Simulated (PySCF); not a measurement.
A species of formula C4H5Cl has this rotational fingerprint, computed with PySCF 2.14.0, PBE0-D3(BJ)/def2-SVP geometry optimisation, gas phase:

* Rotational constants: A = 14041, B = 2056, C = 1836 MHz
* Dipole components: |μa| = 0.92 D, |μb| = 0.87 D, |μc| = 0.00 D
* Inertial defect: -6.58 u·Å²
* κ: -0.96

Task: Which structure is it? (One computed conformer of each.)
A. `[Cl:1][CH2:2][C:3]1=[CH:4][CH2:5]1` with Cl1–C2–C3–C4 0°
B. `Cl[C@H]1[C@H]2C[C@@H]12`
C. 1-chloro-2-butyne, `CC#CCCl`
D. `C1CC=C1Cl`
E. `Cl[C@@H]1C=CC1`
F. `[CH2:1]=[CH:2]/[CH:3]=[CH:4]/[Cl:5]` with C1–C2–C3–C4 180° (1-chlorobutadiene)

Result: A. It is ClCC1=CC1, a near-prolate asymmetric top, point group Cs. The candidates at the same level (rigid rotor, commonest isotopes):

```
                 SMILES  A (MHz)  B (MHz)  C (MHz)  μa (D)  μb (D)  μc (D)  Δ (u·Å²)  point group                        rotor
             C=C/C=C/Cl    30983     1448     1383    1.17    0.46    0.00      0.00           Cs  near-prolate asymmetric top
         Cl[C@@H]1C=CC1    10533     2814     2457    1.94    0.13    0.60    -21.86            –  near-prolate asymmetric top
              ClC1=CCC1    12427     2588     2203    1.50    0.14    0.00     -6.48           Cs  near-prolate asymmetric top
              ClCC1=CC1    14041     2056     1836    0.92    0.87    0.00     -6.58           Cs  near-prolate asymmetric top
                CC#CCCl    16346     1472     1374    1.95    1.07    0.01     -6.40            –  near-prolate asymmetric top
Cl[C@H]1[C@H]2C[C@@H]12    10437     2918     2716    2.49    1.13    0.00    -35.53           Cs  near-prolate asymmetric top
```

`ClC1=CCC1` has B 26 % too high; `CC#CCCl` has B 28 % too low; `Cl[C@@H]1C=CC1` has B 37 % too high; `C=C/C=C/Cl` has A 121 % too high; `Cl[C@H]1[C@H]2C[C@@H]12` has C 48 % too high. In the right answer the mirror of this Cs structure is the ab plane, so μc vanishes by symmetry (the 0.01 D computed is a residue). No structure here is proved a minimum.
